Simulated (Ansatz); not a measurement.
## O₂ (charge +1): state-averaged CASSCF

Calculated in Ansatz's Gaussian-basis code. State-averaged CASSCF with equal weights; occupations are averaged over the states; levels count from the state that is lowest in CASSCF. CASSCF levels without dynamic correlation can be off by over 1 eV. No symmetry is imposed, so a solution can break that of the shape. No proof that the lowest CASSCF solution was found. The average may hold one member of a degenerate pair alone.

Geometry: bond length 1.2100 Å.

Basis cc-pVDZ, nonrelativistic, 2 orbitals frozen in the corrections; active space CAS(3,3). Averaged: 3 doublets.

Give the levels in order.



| state | CASSCF (eV) |
| --- | --- |
| doublet | 0.000 |
| doublet | 2.072 |
| doublet | 5.123 |

Occupations: 1.59, 0.74, 0.67.

Same geometry.

Basis cc-pVDZ, nonrelativistic, 2 orbitals frozen in the corrections; active space CAS(3,3). Averaged: 1 doublet, 1 quartet.

Give the levels in order, with their spins.



```tsv
state	CASSCF (eV)
doublet	0.000
quartet	3.237
```

Occupations: 1.39, 1.00, 0.61.
